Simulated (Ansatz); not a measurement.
Molecule: C2H5S (charge -1, singlet). It need not be the lowest isomer of its formula. Whether it binds its extra electron was not tested at this geometry. SMILES: C[CH-]S
Structure (B3LYP-D3(BJ)/def2-TZVP (Ansatz, a program for electronic structure) minimum search):
```xyz
8

C      1.5363     0.5721     0.3226
C      0.0520     0.8382     0.1250
S     -0.8544    -0.6662    -0.2513
H     -1.6138    -0.8588     0.8658
H     -0.1140     1.5068    -0.7277
H      2.0710     1.5309     0.4020
H      1.7283     0.0320     1.2607
H      2.0687    -0.0140    -0.4658
```
Charge -1, spin multiplicity 1.

Parts of the frozen-core correlation energy in cc-pV(T+d)Z (Ansatz, hartree). Frozen orbitals: 7; correlated occupied orbitals by spin: 10 and 10; virtual: 152 and 152. Spin-orbit coupling is left out. No relativistic terms.

| term | value |
|---|---|
| reference (HF) | -476.13729 |
| MP2 opposite-spin | … |
| MP2 same-spin | … |
| CCSD correlation | … |
| (T) | -0.02596 |
| T1 diagnostic | 0.012 |
| largest doubles amplitude | 0.024 |

Question: Some entries are withheld; supply them.

Answer: 
- MP2 opposite-spin, value: -0.42458
- MP2 same-spin, value: -0.12528
- CCSD correlation, value: -0.58776
